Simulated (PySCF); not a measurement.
A side-by-side comparison of computed properties.

First species: difluoromethane, CH2F2.
SMILES: `FCF`

Second species: C₇H₁₀F₂.
Cartesian coordinates in Å at the GFN2-xTB level; atoms count from 1:
```
atom  x, y, z in Å
C1     3.4074    0.6075    0.3584
C2     2.3015    0.0079    0.6590
C3     1.1875   -0.5927    0.9445
C4     0.1479   -0.9669   -0.0758
C5    -1.1674   -0.2040    0.1385
C6    -2.2629   -0.7013   -0.8025
C7    -0.9328    1.2902   -0.0708
F8    -2.0413    2.0058    0.2503
F9    -0.6669    1.5770   -1.3689
H10    3.4832    1.6832    0.3426
H11    4.3051    0.0612    0.1168
H12    0.9581   -0.8479    1.9716
H13    0.5228   -0.7644   -1.0805
H14   -0.0609   -2.0366    0.0046
H15   -1.4951   -0.3221    1.1775
H16   -3.1831   -0.1455   -0.6363
H17   -2.4564   -1.7569   -0.6303
H18   -1.9587   -0.5659   -1.8380
H19   -0.0980    1.6807    0.5317
```

Levels: PBE0/pcSseg-1 for dipole moment, HOMO energy, LUMO energy and HOMO–LUMO gap; GFN2-xTB for rotational constant A and rotational constant C. Geometries: GFN2-xTB. Each species is one conformer at its optimised geometry, gas phase, non-relativistic unless stated. Electronic properties by PySCF.

Dipoles, sizes and rotational constants follow the conformer. The torsions of the flexible species, by atom-mapped SMILES:
- `[CH2:1]=[C:2]=[CH:3][CH2:4][C@H:5]([CH3:6])[CH:7]([F:8])[F:9]`: C2–C3–C4–C5 -115°, C3–C4–C5–C6 -174°, C4–C5–C7–F8 -173°

Task: Which has the higher LUMO energy?

Result: The first: 1.74 eV against 0.19 eV, a difference of 1.55 eV.

Task: Which of the two has the higher HOMO–LUMO gap, and by how much?

Result: The first: 11.50 eV against 7.73 eV, a difference of 3.77 eV.

Task: Which of the two has the higher rotational constant C, and by how much?

Result: The first: 9.445 GHz against 0.808 GHz, a difference of 8.637 GHz.

Task: Which of the two has the higher HOMO energy, and by how much?

Result: The second: -7.54 eV against -9.76 eV, a difference of 2.22 eV.

Task: Which of the two has the higher dipole moment, and by how much?

Result: The second: 2.06 D against 1.95 D, a difference of 0.11 D.

Task: Which has the higher rotational constant A?

Result: The first: 49.689 GHz against 2.480 GHz, a difference of 47.209 GHz.

On the first: The dipole equals about 6.5 × 10⁻³⁰ C·m (1 D = 3.33564 × 10⁻³⁰ C·m). Point group C2v permits a dipole; with 1.95 D the species has a pure rotational spectrum.

On the second: A dipole of 2.06 D is allowed in C1, and pure rotational transitions are dipole-allowed. The dipole matches unit charges of opposite sign 0.43 Å apart (1 e·Å = 4.8032 D).
